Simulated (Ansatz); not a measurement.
Species: 1H-pyrrole, C$_{4}$H$_{5}$N (charge 0, singlet). SMILES: c1cc[nH]c1
Structure (B3LYP-D3(BJ)/def2-TZVP (Ansatz, a first-principles code) minimum search):
```xyz
10

H      0.0211    -0.0014     2.1219
N      0.0111    -0.0008     1.1183
C      0.0095     1.1219     0.3315
C     -0.0029    -1.1224     0.3301
C     -0.0058     0.7114    -0.9796
C     -0.0137    -0.7101    -0.9804
H      0.0192     2.1075     0.7635
H     -0.0040    -2.1085     0.7609
H     -0.0109     1.3576    -1.8413
H     -0.0258    -1.3551    -1.8429
```

Wanted: enthalpy of formation at 298 K, in kcal/mol. Conventions: six Cartesian d functions in 6-31G* and its kin unless marked 5d; valence correlation only; dispersion terms only where a functional's name holds one; open shells spin-unrestricted; non-relativistic; LANL2DZ all-electron up to Ne; 6-311+G** with 5d; no spin-orbit coupling. Basis-set limits of correlation are two-point, X^-3; Hartree-Fock from the larger set. [CCSD(T)-MP2]/basis is that difference in the basis named. Ab initio and DFT rows: single points at B3LYP-D3(BJ) geometries (Ansatz), with unscaled harmonic terms from B3LYP/6-31G* at its own minima, enthalpies of formation by atomisation with measured atoms.

Measured values: G2/97 table in ASE (Curtiss et al.); they hold spin-orbit and core effects, anharmonicity. For c1cc[nH]c1 (enthalpy of formation at 298 K) the tabulated value and RI-MP2/CBS(cc-pVTZ,cc-pVQZ)+[CCSD(T)-MP2]/cc-pVTZ (Ansatz) part by 3.6 kcal/mol: another conformer or state, missing terms or a fault of the table's entry are possible. 

Value to compare with, the measured value: 25.9 kcal/mol.

```tsv
level	program	enthalpy of formation at 298 K (kcal/mol)	error
PBE/STO-3G	Ansatz	-158.0	-183.9
PBE/3-21G	Ansatz	6.7	-19.2
PBE/LANL2DZ	Ansatz	24.4	-1.5
PBE/6-31G*	Ansatz	-10.0	-35.9
PBE/def2-SVP	Ansatz	-25.0	-50.9
PBE/6-311+G**	Ansatz	-4.9	-30.8
PBE/def2-TZVPD	Ansatz	-12.0	-37.9
RI-MP2/CBS(cc-pVTZ,cc-pVQZ)+[CCSD(T)-MP2]/cc-pVTZ	Ansatz	29.5	3.6
```

Among the 6 habitual levels, PBE/STO-3G lies farthest from the measured value (-183.9 kcal/mol) and PBE/LANL2DZ nearest (-1.5); 0 of 6 lie above it, and their mean absolute error is 53.7 kcal/mol, the median 33.4. One case shows no general order.

The sets are all those run for this method; runs whose electronic state is in doubt are left out.
